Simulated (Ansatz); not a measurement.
# NO (doublet): from Hartree-Fock to the top rungs at distance N1–O2 = 3.034 Å, 6-31G

An exercise on one series of results from a longer session: the logs are not shown, and one member is left open.

Computed with Ansatz 0.2.0, Gaussian basis. Level: 6-31G, core rule «outside noble gas», up to 2 orbitals frozen.

Plan: UHF; CCSD(T) on UHF; BCCD(T) on ROHF; CISD; CCSDT(Q) on UHF; CISDTQ; CCSDTQ on UHF; CASSCF and MRCISD+Q, 3 electrons in 3 orbitals; CASSCF and NEVPT2, 3 electrons in 3 orbitals; CASSCF and MRCISD+Q, 11 electrons in 8 orbitals; CASSCF and NEVPT2, 11 electrons in 8 orbitals; Full CI; Full CI in the symmetry of the determinant.

38 further runs of the same task are left out: 7 for a known fault of the program, 20 that didn't finish, 11 set aside as unsound or not needed.

## The system

The geometry derives from a PBE0/def2-TZVP stationary point (not a proven minimum). One bond is set to the value named and the two fragments are kept rigid.

2 atoms, charge 0, spin multiplicity 2.

Atoms are counted from 1 here; the program's logs count them from 0.

No contacts short enough for the rule that draws bonds.

Set-up of the first run:

Contents of in.yaml:

```yaml
crystal:
  periodic: [false, false, false]
  atoms:
    - {symbol: N, position_ang: [0.000000, 0.000000, 0.000000]}
    - {symbol: O, position_ang: [0.000000, 0.000000, 3.034000]}
basis:
  gaussian: {orbitals: 6-31G}
magnetization: {spin_polarized: true, initial_magnetization: 1}
hamiltonian: {xc: hf}
output: {orbitals: {seedname: orbitals}}
```

Started as:

```console
$ ansatz run in.yaml --threads 1 --pin off --events-out ev --progress --plain --max-ram 2393MiB
```

Among the steps run: UHF; CCSD(T) on UHF; BCCD(T) on ROHF; CISD; CCSDT(Q) on UHF; CISDTQ; CCSDTQ on UHF; CASSCF and MRCISD+Q, 3 electrons in 3 orbitals; CASSCF and NEVPT2, 3 electrons in 3 orbitals; CASSCF and MRCISD+Q, 11 electrons in 8 orbitals; CASSCF and NEVPT2, 11 electrons in 8 orbitals; Full CI; Full CI in the symmetry of the determinant.

One of the session's tables, all rows but one given; the rest of the session is left out.

```
          method  from FCI (kJ/mol)
             UHF             +244.3
            UMP2              +42.6
           UCCSD               +2.3
        UCCSD(T)               +0.9
         BCCD(T)               +1.3
          UCCSDT               +0.3
       UCCSDT(Q)               +0.2
         UCCSDTQ                0.0
     CASSCF pair             +620.1
     NEVPT2 pair             +374.3
     MRCISD pair             +314.7
   MRCISD+Q pair                  ?
  CASSCF valence             +256.5
  NEVPT2 valence              +78.3
  MRCISD valence               +8.9
MRCISD+Q valence               +0.4
             FCI                  0
```

Estimate the missing values for MRCISD+Q pair.

As computed: from FCI (kJ/mol): +292.3. In the column «from FCI (kJ/mol)» it lies between CASSCF valence (+256.5) and MRCISD pair (+314.7).

Not comparable, so not listed: CISD; CISDTQ (they don't share determinant, frozen orbitals or solution with the rows shown, or repeat one).

Caveats from the session: The determinant is far from a pure spin state, so its energy mixes those of several spin states (harmless only where they are near-degenerate, as at dissociation). The report flags that the cluster equations may have other roots. The program flags BCCD(T) as in doubt, so those rows may rest on another solution; read them beside their warnings. Levels on UHF freeze UHF's core orbitals, full CI those of ROHF, so the U rows can settle a little off it for that reason alone.
